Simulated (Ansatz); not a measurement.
**How close CCSD(T) comes to the exact answer in a basis**

Each species is computed at the geometry given (Å), with frozen cores, in Ansatz 0.2.0: RHF-CCSD(T) for singlets, UHF-CCSD(T) otherwise, and full CI in the same basis. The program picks the determinant by a search with trial CCSD, so it needn't be the lowest Hartree–Fock solution. States: GeN⁺ singlet Σ⁺, CH4 singlet A1, HAl–BeH doublet A'. Cases whose determinant has another symmetry than full CI's state, or lies over 0.5 eV above the lowest of its kind, whose (Q) step broke down or whose higher cluster runs on it stay over 0.1 eV above full CI weren't drawn. No relativity is included.

Problem. Judging by size, spin and bonding and the diagnostics given, rank them by the size of CCSD(T)'s error in total energy against full CI in the same basis, smallest first (an estimate).
A. CH$_{4}$, singlet, 6-31G: C 0.000 0.000 0.000; H 0.628 0.630 0.629; H -0.632 -0.627 0.629; H -0.627 0.628 -0.632; H 0.630 -0.631 -0.626. T1 0.004, (T) -44 meV in a correlation energy of -3.25 eV
B. GeN⁺, singlet, 6-31G: Ge 0.000 0.000 0.000; N 0.000 0.000 1.548. T1 0.105, (T) -426 meV in a correlation energy of -6.01 eV
C. HAl–BeH, doublet, 6-31G: Al 0.000 -0.087 0.612; Be 0.000 0.146 -1.695; H 0.000 0.998 1.792; H 0.000 0.036 -3.035. T1 0.019, (T) -33 meV in a correlation energy of -1.90 eV

Solution. B (2.3 meV), A (8.2 meV), C (19.0 meV).

```tsv
species	basis	correlated electrons	CCSD(T) − full CI (meV)	CCSDT(Q) − full CI (meV)	unpaired electrons (full CI)	T1	⟨S²⟩ of the determinant
GeN⁺, singlet	6-31G	8	2.3	-42.8	0.57	0.105	0.00
CH4, singlet	6-31G	8	8.2	0.1	0.02	0.004	0.00
HAl–BeH, doublet	6-31G	7	19.0	0.5	1.04	0.019	0.76
```

Unpaired electrons are Σ n²(2−n)² over natural occupations; an open shell counts its own unpaired electrons too. Frozen cores follow each run's orbitals, which moves totals by a few meV. For GeN⁺, singlet CCSDT(Q) lies farther off than CCSD(T), so the series isn't closing smoothly there. GeN⁺, singlet has T1 = 0.105 and a largest doubles amplitude of 0.21, so its small miss, under a tenth of (T), may be a cancellation of errors. RHF is unstable for GeN⁺, singlet in 6-31G: UHF reaches ⟨S²⟩ = 1.15.
